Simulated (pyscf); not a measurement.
## Addition: O=B–OH + H atom (H•) → [HO–B–OH]•

Gas phase, doublet surface, charge 0. Bonds broken: none. Bonds formed: O3–H5. Single points on ωB97X-D3(BJ)/def2-SVP structures (PySCF, gas phase). Correlated levels are frozen-core, on RHF or UHF. ΔMP2 is the change of the MP2 total energy from the triple- to the quadruple-zeta basis.

Transition state (Å):

```xyz
5

O     -2.5156    -0.3373    -1.0773
B     -1.7500    -0.8636    -0.1331
O     -0.7753    -0.9806     0.6360
H     -2.1493     0.4771    -1.4605
H      0.1781     0.0341     0.5037
```

One imaginary mode, 1779i cm⁻¹; descent along it reached the two sides named, in the forms told below.

| bond | change | reactant side (Å) | saddle | product side |
|---|---|---|---|---|
| O3–H5 | forms | 3.5 | 1.399 | 0.969 |

Electronic energies relative to the separated reactants (kcal/mol):

```tsv
level	barrier	reaction energy	reverse barrier
ωB97X-D3(BJ)/def2-TZVP	16.2	-25.5	41.7
PBE/def2-TZVP	6.1	-25.6	31.7
r²SCAN/def2-TZVP	6.0	-29.8	35.8
B3LYP-D3(BJ)/def2-TZVP	8.5	-26.4	34.9
PBE0-D3(BJ)/def2-TZVP	10.1	-28.4	38.5
M06-2X/def2-TZVP	13.4	-28.4	41.8
ωB97M-D3(BJ)/def2-TZVP	14.3	-24.1	38.4
HF/def2-TZVP	28.1	-24.8	52.9
MP2/def2-QZVPP	20.2	-22.5	42.7
CCSD/def2-TZVPP	16.8	-27.8	44.6
CCSD(T)/def2-TZVPP	15.6	-26.6	42.2
CCSD(T)/def2-TZVPP + ΔMP2(QZVPP)	15.1	-26.6	41.8
```

With CCSD(T)/def2-TZVPP + ΔMP2(QZVPP) energies and thermal terms (ideal gas, 1 atm, RRHO with modes under 100 cm⁻¹ raised to 100, one conformer, R ln 2 for chiral ones without a mode under 150 cm⁻¹), in kcal/mol:

```
T (K)   ΔH‡   ΔG‡     ΔH     ΔG
-----  ----  ----  -----  -----
298    15.0  21.6  -21.0  -14.1
600    14.4  28.5  -21.8   -6.6
900    14.0  35.7  -22.2   +1.0
1200   13.7  43.0  -22.4   +8.8
```

On the product side the descent ends in a point that may be a rotor saddle (no frequency run), 4.9 kcal/mol over the lowest minimum found and 36.8 kcal/mol under the saddle at ωB97X-D3(BJ)/def2-TZVP. One saddle was located; it need not be the lowest between these sides. The CCSD(T) − MP2 part came from Ansatz, without density fitting, on the same reference.
